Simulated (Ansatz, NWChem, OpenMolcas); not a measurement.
Worked example: vertical ionisation energy of S2F2 (Difluorodisulfane)

S2F2 has 4 atoms, charge 0, and is taken as a singlet. As SMILES, `FSSF`. Geometry: relaxed at PBE0-D4/def2-TZVP.

```xyz
4

F    -1.7837   -0.1999   -0.6216
S    -0.4677    0.7641   -0.6324
S     1.0450   -0.2764   -0.1847
F     1.2064   -0.2878    1.4387
```

Both states at this one shape; open shells run unrestricted unless said. 1 Eh = 27.2114 eV.

| level | program | singlet S2F2 (Eh) | doublet [S2F2]+ (Eh) |
| --- | --- | --- | --- |
| HF/SBKJC-VDZ (core potential) | NWChem | -67.351878 | -66.938391 |
| M06-2X/STO-3G | OpenMolcas | -984.281269 | -984.011661 |
| BHLYP/6-311+G** | Ansatz | -996.003273 | -995.589593 |
| PBE0/6-311+G** | Ansatz | -995.628193 | -995.220147 |

Q: Work out the vertical ionisation energy at each level.

A: 
1. HF/SBKJC-VDZ (core potential): -66.938391 − (-67.351878) = 0.413487 Eh = 11.25 eV.
2. M06-2X/STO-3G: -984.011661 − (-984.281269) = 0.269608 Eh = 7.34 eV.
3. BHLYP/6-311+G**: -995.589593 − (-996.003273) = 0.413680 Eh = 11.26 eV.
4. PBE0/6-311+G**: -995.220147 − (-995.628193) = 0.408046 Eh = 11.10 eV.

No measured value is set beside it here; the levels span 7.34 to 11.26 eV. Minimal sets are far from the basis-set limit.
